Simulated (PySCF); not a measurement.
These are PySCF with PBE0-D3(BJ)/def2-TZVP values and carry that method's errors. Gas-phase values, no solvent. 

Reference species (SMILES): `[C]#C` (neutral, multiplicity 2).

```
Property       Result
-------------  ------
dipole moment  0.78 D
```

Changed species: `[F]` (radical fragment; the reference has radical fragment).

Task: What does the change do to the dipole moment?

Result: the dipole moment decreases by 0.78 D, to 0.00 D.
